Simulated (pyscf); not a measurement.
# Hydrogen shift: `[CH2][NH2]` [doublet] → `[CH3][NH]` [doublet]

Gas phase, doublet surface, charge 0. Bonds broken: N2–H3. Bonds formed: C1–H3. Single points on ωB97X-D3(BJ)/def2-SVP structures (PySCF, gas phase). Correlated levels are frozen-core, on RHF or UHF. ΔMP2 is the change of the MP2 total energy from the triple- to the quadruple-zeta basis.

Transition state (Å):

```xyz
6

C     -0.0373    -0.1067    -0.4208
N      0.4796     0.3702     0.8392
H      1.1843    -0.1177    -0.0700
H     -0.4298    -1.1294    -0.4060
H     -0.4449     0.5847    -1.1708
H      0.6521     1.3743     0.7158
```

One imaginary mode, 2027i cm⁻¹; descent along it reached the two sides named.

```
bond   change  reactant side (Å)  saddle  product side
-----  ------  -----------------  ------  ------------
N2–H3  breaks              1.015   1.250         2.115
C1–H3   forms              2.046   1.271         1.110
```

Electronic energies relative to the reactant's lowest minimum found (kcal/mol):

```csv
level,barrier,reaction energy,reverse barrier
ωB97X-D3(BJ)/def2-TZVP,46.3,+6.6,39.6
PBE/def2-TZVP,42.8,+8.3,34.5
r²SCAN/def2-TZVP,45.0,+6.7,38.2
B3LYP-D3(BJ)/def2-TZVP,46.6,+7.0,39.6
PBE0-D3(BJ)/def2-TZVP,45.4,+7.3,38.1
M06-2X/def2-TZVP,46.2,+7.5,38.7
ωB97M-D3(BJ)/def2-TZVP,46.0,+7.3,38.7
HF/def2-TZVP,53.9,-0.2,54.1
MP2/def2-QZVPP,47.9,+10.3,37.6
CCSD/def2-TZVPP,47.3,+5.9,41.4
CCSD(T)/def2-TZVPP,45.9,+6.5,39.4
CCSD(T)/def2-TZVPP + ΔMP2(QZVPP),46.2,+7.2,38.9
```

With CCSD(T)/def2-TZVPP + ΔMP2(QZVPP) energies and thermal terms (ideal gas, 1 atm, RRHO with modes under 100 cm⁻¹ raised to 100, one conformer, R ln 2 for rigid chiral ones), in kcal/mol:

| T (K) | ΔH‡ | ΔG‡ | ΔH | ΔG |
|---|---|---|---|---|
| 298 | 43.1 | 43.0 | +6.5 | +6.4 |
| 600 | 42.6 | 43.1 | +6.3 | +6.4 |
| 900 | 42.2 | 43.4 | +6.2 | +6.4 |
| 1200 | 41.8 | 43.9 | +6.2 | +6.5 |

One saddle was located; it need not be the lowest between these sides. The CCSD(T) − MP2 part came from Ansatz, without density fitting, on the same reference.
